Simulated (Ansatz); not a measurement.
in.yaml

```yaml
crystal:
  periodic: [false, false, false]
  atoms:
    - {symbol: As, position_ang: [0.000000, 0.000000, 0.000000]}
    - {symbol: H, position_ang: [0.000000, 0.000000, 1.534800]}
basis:
  gaussian: {orbitals: 6-31G}
total_charge: 1
magnetization: {spin_polarized: false, initial_magnetization: 1}
correlation: {method: afqmc, electrons: outside_noble_gas, diis_vectors: 2}
scf: {omitted_lower_state_checks: [cluster_reference]}
```

```sh
$ ansatz run in.yaml --threads 1 --pin off --events-out ev --progress --plain --max-ram 2393MiB
```

Task: What does the program do with this input?

Result: Refused. The input was made wrong on purpose (a method name that the input doesn't accept), so the run isn't a sound calculation of what was asked.
```
Error: YAML parse error: error: line 10 column 23: unknown variant `afqmc`, expected one of mp2, rpa, ccsd, ccsd_t, bccd, bccd_t, ccsdt, ccsdt_q, ccsdt_q_b, ccsdtq, fci, sc_nevpt2, fic_nevpt4_sd, fic_mrcisd_q, fic_mrcisd_q_relaxed
  --> <input>:10:23
   |
 8 | total_charge: 1
 9 | magnetization: {spin_polarized: false, initial_magnetization: 1}
10 | correlation: {method: afqmc, electrons: outside_noble_gas, diis_vectors: 2}
   |                       ^ unknown variant `afqmc`, expected one of mp2, rpa, ccsd, ccsd_t, bccd, bccd_t, ccsdt, ccsdt_q, ccsdt_q_b, ccsdtq, fci, sc_nevpt2, fic_nevpt4_sd, fic_mrcisd_q, fic_mrcisd_q_relaxed
11 | scf: {omitted_lower_state_checks: [cluster_reference]}
   |
```
